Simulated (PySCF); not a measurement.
```xyz
12

C     -1.1413    -1.0390     0.0492
C     -0.1591    -0.1448     0.0069
C      1.2713    -0.5223     0.2266
C     -0.4126     1.3041    -0.2637
H     -2.1748    -0.7524    -0.1119
H     -0.9442    -2.0871     0.2464
H      1.6917     0.0275     1.0754
H      1.8800    -0.2609    -0.6455
H      1.3841    -1.5900     0.4179
H      0.1331     1.6338    -1.1541
H     -0.0552     1.9222     0.5668
H     -1.4731     1.5090    -0.4141
```

Charge 0, multiplicity 1.

Give the Mulliken and meta-Löwdin atomic charges from M06-2X/def2-TZVP // PBE0-D3(BJ)/def2-TZVP (PySCF 2.14.0).


```
atom  Mulliken (e)  meta-Löwdin (e)
----  ------------  ---------------
C1           -0.32            -0.30
C2            0.09             0.05
C3           -0.43            -0.34
C4           -0.43            -0.34
H5            0.12             0.11
H6            0.12             0.11
H7            0.15             0.12
H8            0.15             0.12
H9            0.13             0.11
H10           0.15             0.12
H11           0.15             0.12
H12           0.13             0.11
```
